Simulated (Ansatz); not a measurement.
# BH2F+ (doublet): the correlation ladder, cc-pVDZ

An exercise on one series of results from a longer session: the logs are not shown, and one member is left open.

The runs use Ansatz 0.2.0, Gaussian basis; cc-pVDZ, core rule «outside noble gas», up to 2 orbitals frozen.

The runs, in order: UHF; CCSD(T) on ROHF; CCSD(T) on UHF; BCCD(T) on ROHF; CISD; CCSDT(Q) on ROHF; CCSDT(Q) on UHF.

10 further runs of the same task are left out: 7 for a known fault of the program, 3 set aside as unsound or not needed.

## The geometry

The geometry is a PBE0/def2-TZVP stationary point (not a proven minimum) of the parent state, kept for this charge and spin.

4 atoms, charge 1, spin multiplicity 2.

Atoms are counted from 1 here; the program's logs count them from 0.

Bond lengths: B1–F2 1.317 Å, B1–H3 1.197 Å, B1–H4 1.197 Å. Angles: F2–B1–H3 117.8°, F2–B1–H4 117.8°, H3–B1–H4 124.4°.

The first run:

Input file in.yaml:

```yaml
crystal:
  periodic: [false, false, false]
  atoms:
    - {symbol: B, position_ang: [0.000000, 0.000000, 0.750638]}
    - {symbol: F, position_ang: [0.000000, 0.000000, -0.566075]}
    - {symbol: H, position_ang: [0.000000, 1.058917, 1.309286]}
    - {symbol: H, position_ang: [0.000000, -1.058917, 1.309286]}
basis:
  gaussian: {orbitals: cc-pVDZ}
total_charge: 1
magnetization: {spin_polarized: true, initial_magnetization: 1}
hamiltonian: {xc: hf}
output: {orbitals: {seedname: orbitals}}
```

The run is started by

```
ansatz run in.yaml --threads 1 --pin off --events-out ev --progress --plain --max-ram 4096MiB --backend cpu
```

Steps of the session up to this table: UHF; CCSD(T) on ROHF; CCSD(T) on UHF; BCCD(T) on ROHF; CISD; CCSDT(Q) on ROHF; CCSDT(Q) on UHF.

One table of the session follows, with a row left open; its other results are not shown here.

| method | from UCCSDT(Q) (kJ/mol) |
| --- | --- |
| ROHF | +794.1 |
| UHF | +768.7 |
| RMP2 | +59.9 |
| UMP2 | +62.5 |
| CISD | +73.0 |
| RCCSD | +24.8 |
| UCCSD | +24.4 |
| RCCSD(T) | +3.8 |
| UCCSD(T) | ? |
| BCCD(T) | +3.9 |
| RCCSDT | +1.9 |
| UCCSDT | +1.9 |
| RCCSDT(Q) | +0.9 |
| UCCSDT(Q) | 0 |

Estimate the missing values for UCCSD(T).

**Answer.** from UCCSDT(Q) (kJ/mol): +4.0. In the column «from UCCSDT(Q) (kJ/mol)» it lies between BCCD(T) (+3.9) and UCCSD (+24.4).

Among the levels timed on like hardware and quicker than the yardstick, those that no quicker one beats, quickest first: UCCSD(T) (1.2 s, +4.0 kJ/mol); RCCSD(T) (1.3 s, +3.8 kJ/mol).

Limits of these values: Restricted and unrestricted rows rest on different reference determinants; where their highest levels disagree by more than a few hundredths of an eV, they describe different states and don't form one ladder.
